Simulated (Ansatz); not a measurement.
**H3Si–AlH⁺, triplet in cc-pVDZ: errors against UCCSDT(Q)**

Geometry: that of the H3Si–AlH, doublet, kept fixed. The singlet lies 2.3 eV lower here.

```xyz
6

Si    0.0000    0.0493    1.1585
Al    0.0000   -0.1012   -1.3138
H     0.0000    1.4304    1.7233
H     1.1989   -0.6588    1.6941
H    -1.1989   -0.6588    1.6941
H     0.0000    1.2225   -2.2207
```

Basis cc-pVDZ; Ansatz 0.2.0. Correlated methods freeze the noble-gas cores, which leaves 10 electrons in 46 orbitals. Prefix R: restricted or restricted open-shell reference; prefix U: unrestricted. Active spaces: frontier = (10e, 10o) about the gap.

Full CI isn't at hand for all of this; UCCSDT(Q) serves as the reference, and is uncertain by the last step of the cluster series or more. The frozen core follows each run's orbitals, which can shift R against U totals by a few meV.

For open shells CISD is restricted-active-space CI with the open shells as a complete middle space.

- UHF ⟨S²⟩: 2.034
- T1 diagnostic (RCCSD): 0.0417
- largest doubles amplitude (RCCSD): 0.058
- T1 diagnostic (UCCSD): 0.0234

```json
{"level": "UHF", "E − E(RHF) (eV)": "-0.1477"}
{"level": "RMP2", "E − E(RHF) (eV)": "-3.6781"}
{"level": "UMP2", "E − E(RHF) (eV)": "-3.7242"}
{"level": "RCCSD", "E − E(RHF) (eV)": "-4.8541"}
{"level": "UCCSD", "E − E(RHF) (eV)": "-4.8629"}
{"level": "RCCSD(T)", "E − E(RHF) (eV)": "-4.9758"}
{"level": "UCCSD(T)", "E − E(RHF) (eV)": "-4.9774"}
```

(1) Estimate how far UCCSDT(Q) in cc-pVDZ lies from RCCSD(T). The table doesn't fix it; the size of (T) and the diagnostics are the guide.

(1) UCCSDT(Q) in cc-pVDZ lies 0.95 kcal/mol below RCCSD(T), which is 34 % of the (T) step (-2.81 kcal/mol). T1 is raised, and the rest is a large part of (T).

The other levels:

```tsv
level	E − E(UCCSDT(Q)) (kcal/mol)	share of correlation (%)	wall time
CISD	12.53	89.17	2 s
BCCD(T)	0.91	99.21	3.5 s
RCCSDT	0.09	99.92	–
UCCSDT	0.08	99.93	–
RCCSDT(Q)	0.02	99.98	29 s
CASSCF (frontier space)	72.84	37.04	–
NEVPT2 (frontier space)	25.66	77.82	18 s
```

The correlation energy at UCCSDT(Q), counted from RHF, is -5.017 eV. That run took 26 s on 1 thread of INTEL XEON PLATINUM 8581C, shared host.

Times hold each run's SCF and search for its determinant on a shared host, so for small cases they say little of a method's own cost; they ran on 1 thread of INTEL XEON PLATINUM 8581C. Some runs computed forces too.
